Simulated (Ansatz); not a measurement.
**CH₂B+ (quintet): wave-function methods side by side, def2-TZVPP**

One table from this session's results is given with a row withheld; the runs are named, their logs left out.

Computed with Ansatz 0.2.0, Gaussian basis. Level: def2-TZVPP, core rule «outside noble gas», up to 2 orbitals frozen.

To be run: UHF; ROHF; CCSD(T) on UHF.

## What is computed

The geometry is a PBE0/def2-TZVP stationary point (not a proven minimum) of the parent state, kept for this charge and spin.

4 atoms, charge 1, spin multiplicity 5.

Atoms are counted from 1 here; the program's logs count them from 0.

Bond lengths: B1–C2 1.505 Å, C2–H3 1.092 Å, C2–H4 1.092 Å. Angles: B1–C2–H3 123.3°, B1–C2–H4 123.3°, H3–C2–H4 113.4°.

The first run:

File in.yaml:

```yaml
crystal:
  periodic: [false, false, false]
  atoms:
    - {symbol: B, position_ang: [0.000000, 0.000000, 0.898833]}
    - {symbol: C, position_ang: [0.000000, 0.000000, -0.606573]}
    - {symbol: H, position_ang: [0.000000, -0.912704, -1.206376]}
    - {symbol: H, position_ang: [0.000000, 0.912704, -1.206376]}
basis:
  gaussian: {orbitals: def2-TZVPP}
total_charge: 1
magnetization: {spin_polarized: true, initial_magnetization: 4}
hamiltonian: {xc: hf}
output: {orbitals: {seedname: orbitals}}
```

The run is started by

```
ansatz run in.yaml --threads 1 --pin off --events-out ev --progress --plain --max-ram 4096MiB --backend cpu
```

Among the steps run: UHF; ROHF; CCSD(T) on UHF.

One table of the session follows, with a row left open; its other results are not shown here.

| method | from UCCSD(T) (meV) |
| --- | --- |
| ROHF | +4718.7 |
| UHF | +4617.4 |
| UMP2 | +823.1 |
| UCCSD | ? |
| UCCSD(T) | 0 |

Q: Estimate the row for UCCSD from the others.

The run gave: from UCCSD(T) (meV): +137.0. In the column «from UCCSD(T) (meV)» it lies between UCCSD(T) (0) and UMP2 (+823.1).
